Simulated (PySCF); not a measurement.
Boron: a sound run and one with changed settings

Sound run: B [He] 2s2 2p1, B⁺ [He] 2s2. Calculation: PySCF 2.14, in cc-pVTZ (4s3p2d1f, 30 functions); the non-relativistic Hamiltonian (point nucleus). The sound run starts from symmetry-adapted Hartree-Fock orbitals and uses a fine grid where one is needed.

Changed run: 6 angular points. This setting is unsound on purpose.

```tsv
species	method	sound run (hartree)	changed run (hartree)	converged
B	UHF	-24.53207	-24.53207	yes
B	M06-2X	-24.65027	-24.66989	yes
B	r2SCAN	-24.63648	-25.22511	yes
B⁺	UHF	-24.23668	-24.23668	yes
B⁺	M06-2X	-24.34465	-24.34465	yes
B⁺	r2SCAN	-24.31428	-24.31428	yes
```

Ionisation energy of B:

```json
{"method": "UHF", "sound run (eV)": "8.038", "changed run (eV)": "8.038"}
{"method": "M06-2X", "sound run (eV)": "8.316", "changed run (eV)": "8.850"}
```

A coarse angular grid integrates products of high-l functions wrongly, so density functionals can shift, and the SCF can exploit the error; Hartree-Fock and MP2 need no grid.

For comparison, NIST gives 8.298 eV between the lowest levels.
